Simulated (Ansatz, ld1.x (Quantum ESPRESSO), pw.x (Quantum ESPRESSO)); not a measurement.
## What a changed setting does to a pw.x run (bcc Re)

Potential: norm-conserving Troullier–Martins (Kleinman–Bylander form), ld1.x (Quantum ESPRESSO) 7.5, PBEsol; core [Xe] 4f14, reference 5d5 6s2 6p0; waves: 6p (bound, empty): rc 3.10 bohr; 5d (bound): rc 2.50 bohr; 6s (bound): rc 1.82 bohr; local part: the s channel; core correction: a·sin(br)/r model core inside 1.35 bohr.

The reference run (k-mesh 15³, cutoffs 100/400 Ry, Fermi–Dirac 0.01 Ry, mixing_beta 0.4, conv_thr 1e-9, no spin) gives 5.36 GPa at 14.678 Å³/atom, where all-electron LAPW gives 0.85 GPa. This run, with its own iteration cap, changes k-mesh shift to 1.

```
&control
  calculation='scf', prefix='x', pseudo_dir='./', outdir='./tmp', tstress=.true., disk_io='none'
/
&system
  ibrav=0, nat=1, ntyp=1, ecutwfc=100, ecutrho=400, nbnd=11,
  occupations='smearing', smearing='fd', degauss=0.01
/
&electrons
  conv_thr=1e-09, mixing_beta=0.4, electron_maxstep=50
/
ATOMIC_SPECIES
Re 1.0 Re.UPF
CELL_PARAMETERS angstrom
  -1.54241875 1.54241875 1.54241875
  1.54241875 -1.54241875 1.54241875
  1.54241875 1.54241875 -1.54241875
ATOMIC_POSITIONS crystal
Re 0.0000 0.0000 0.0000
K_POINTS automatic
15 15 15 1 1 1
```

```bash
pw.x < Re.scf.in > Re.scf.out
```

Task: How does the run end?

Result: It converges in 7 iterations; the free energy moves by -14.4 meV/atom and the pressure by -0.36 GPa.

```
Message from routine setup:
     using ibrav=0 with symmetry is DISCOURAGED, use correct ibrav instead
     lattice parameter (alat)  =       5.0485  a.u.
     unit-cell volume          =      99.0521 (a.u.)^3
     number of electrons       =         7.00
     number of Kohn-Sham states=           11
     kinetic-energy cutoff     =     100.0000  Ry
     charge density cutoff     =     400.0000  Ry
     scf convergence threshold =      1.0E-09
     Exchange-correlation= PBESOL
     number of k points=   120  Fermi-Dirac smearing, width (Ry)=  0.0100
     iteration #  1     ecut=   100.00 Ry     beta= 0.40
     total energy              =     -36.71628990 Ry
     estimated scf accuracy    <       0.04553347 Ry
     iteration #  2     ecut=   100.00 Ry     beta= 0.40
     total energy              =     -36.71512109 Ry
     estimated scf accuracy    <       0.00712466 Ry
     iteration #  3     ecut=   100.00 Ry     beta= 0.40
     total energy              =     -36.71628492 Ry
     estimated scf accuracy    <       0.00021200 Ry
     iteration #  4     ecut=   100.00 Ry     beta= 0.40
     total energy              =     -36.71630188 Ry
     estimated scf accuracy    <       0.00001965 Ry
     iteration #  5     ecut=   100.00 Ry     beta= 0.40
     total energy              =     -36.71630649 Ry
     estimated scf accuracy    <       0.00000043 Ry
     iteration #  6     ecut=   100.00 Ry     beta= 0.40
     total energy              =     -36.71630660 Ry
     estimated scf accuracy    <       0.00000002 Ry
     iteration #  7     ecut=   100.00 Ry     beta= 0.40
     the Fermi energy is    17.9954 ev
!    total energy              =     -36.71630661 Ry
     estimated scf accuracy    <          1.5E-10 Ry
     smearing contrib. (-TS)   =      -0.00416181 Ry
     The total energy is F=E-TS. E is the sum of the following terms:
     one-electron contribution =      14.77017860 Ry
     hartree contribution      =       0.39852006 Ry
     xc contribution           =     -21.29117028 Ry
     ewald contribution        =     -30.58967318 Ry
     convergence has been achieved in   7 iterations
          total   stress  (Ry/bohr**3)                   (kbar)     P=       49.99
     Message from routine punch:
     Nothing written, as per user request (disk_io='none')
```

The run took about 25 s on one core of a shared host (AMD EPYC 7R43 64-Core Processor, 256 threads, 1004 GiB, load 107).
